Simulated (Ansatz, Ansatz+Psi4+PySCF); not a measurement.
| atom | x (Å) | y (Å) | z (Å) |
| --- | --- | --- | --- |
| C | -0.1789 | 1.4452 | 0.0000 |
| H | 0.3975 | 1.5365 | 0.9328 |
| H | 0.3975 | 1.5365 | -0.9328 |
| O | -1.3724 | 1.2613 | 0.0000 |

Basis set: cc-pVTZ (spherical functions). Frozen core: 2 orbitals. Charge 0, multiplicity 1.

Computed with Ansatz (development build ahead of 0.2.0); each method stands on the lowest determinant of its kind that the runs found. Restricted open shells among the atoms or ions are ROHF, correlated in semicanonical orbitals with singles.

Task: Give the atomization energy at this shape (free ground-state atoms in the same class of orbitals less the molecule, no zero-point energy) of singlet CH₂O by RHF-MP2, RHF.

Result:

| method | atomization energy |
| --- | --- |
| RHF-MP2 | 16.17 eV |
| RHF | 11.42 eV |
